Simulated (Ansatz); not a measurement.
`C[Si]F`, 6 atoms. The species carries charge 0 and has multiplicity 1. All runs use 4 threads of an Arm Neoverse N1 on a shared host. Correlated methods freeze the cores. Open-shell runs search over several starts.

Problem. How many basis functions does each run have, and how long does it take in Ansatz? RKS ωB97M-V/def2-QZVPP energy; RKS PBE0-D4/def2-TZVP frequencies; RKS r2SCAN0-D4/def2-TZVPP energy; RKS PBE-D4/def2-TZVPP energy and forces; UKS B2PLYP (frozen core)/def2-TZVPP energy of the cation; RHF-CCSD(T)/cc-pV(Q+d)Z energy; UHF-MP2/def2-QZVPP energy of the cation; UHF-CCSD(T)/def2-TZVPP energy of the cation; RHF-CCSD(T)/def2-TZVPP energy; RKS CAM-B3LYP-D4/def2-TZVPP energy; RKS PBE0-D4/def2-TZVP relaxation (5 steps); UKS PBE-D4/def2-TZVPP energy of the cation. (Estimate.)

Solution. Ansatz gave: Other jobs shared the machine, so times are rough.

```
                              level                   job  functions  wall time  peak host memory (GiB)
              RKS PBE-D4/def2-TZVPP     energy and forces        146      1.3 s                    0.14
        RKS CAM-B3LYP-D4/def2-TZVPP                energy        146      1.4 s                    0.25
              UKS PBE-D4/def2-TZVPP  energy of the cation        146      1.8 s                    0.16
          RKS r2SCAN0-D4/def2-TZVPP                energy        146      2.3 s                    0.24
UKS B2PLYP (frozen core)/def2-TZVPP  energy of the cation        146      3.4 s                    0.29
             RKS ωB97M-V/def2-QZVPP                energy        274      7.5 s                    0.75
              RKS PBE0-D4/def2-TZVP  relaxation (5 steps)        117      7.5 s                    0.18
                 UHF-MP2/def2-QZVPP  energy of the cation        274      8.5 s                    0.84
             RHF-CCSD(T)/def2-TZVPP                energy        146       11 s                    0.88
              RKS PBE0-D4/def2-TZVP           frequencies        117       31 s                    0.19
             UHF-CCSD(T)/def2-TZVPP  energy of the cation        146       37 s                       2
            RHF-CCSD(T)/cc-pV(Q+d)Z                energy        264      100 s                     6.3
```
